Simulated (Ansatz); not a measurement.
Energy needed to pull apart CH$_{4}$OSi, closed shell, into free ground-state atoms, from the structure below (displaced at random from a GFN2-xTB minimum); no zero-point or spin–orbit terms; open-shell atoms are treated unrestricted, in their ground-state multiplicity.

```csv
atom,x (Å),y (Å),z (Å)
C1,-0.2926,0.5130,-0.6753
O2,-0.3997,-0.5256,0.3915
Si3,0.8430,-1.4615,1.3087
H4,-1.3754,0.2458,-0.7138
H5,0.2018,0.3335,-1.1709
H6,-0.1451,1.4711,0.1751
H7,2.0332,-0.5408,0.9722
```

Program: Ansatz 0.2.0. Basis: def2-TZVPP. Cores are frozen in the correlated methods.

```csv
method,atomization energy (kJ/mol)
PBE-D4,1820
r2SCAN-D4,1766
PBE0-D4,1748
CAM-B3LYP-D4,1784
wB97X-V,?
wB97M-V,1789
HF,?
MP2,1733
CCSD,1667
CCSD(T),1708
```

(1) What does HF give? (Judge from chemistry; the value comes from the calculation.)

(2) What does wB97X-V give? (An estimate is asked for; the value comes from the calculation.)

No T1 diagnostic of these runs exceeds 0.020. The restricted Hartree–Fock reference is unstable towards an unrestricted one here.

Answers

(1) By the calculation: 1035 kJ/mol, which is about 673 kJ/mol less than CCSD(T)/def2-TZVPP.

(2) The calculation gives: 1769 kJ/mol, which is about 61 kJ/mol more than CCSD(T)/def2-TZVPP.

In triple zeta the MP2 and coupled-cluster atomization energies are still short of their basis limit by a few kcal/mol a bond, whereas those of the functionals are nearly converged, so these differences are not deviations from converged CCSD(T).

For scale, one of the runs: CCSD(T)/def2-TZVPP forces, 160 basis functions (an equivalent command: `ansatz run in.yaml --threads 4`). Time: 51 s of wall clock on 4 CPU threads; the host was shared. Peak host memory: 2.2 GiB.
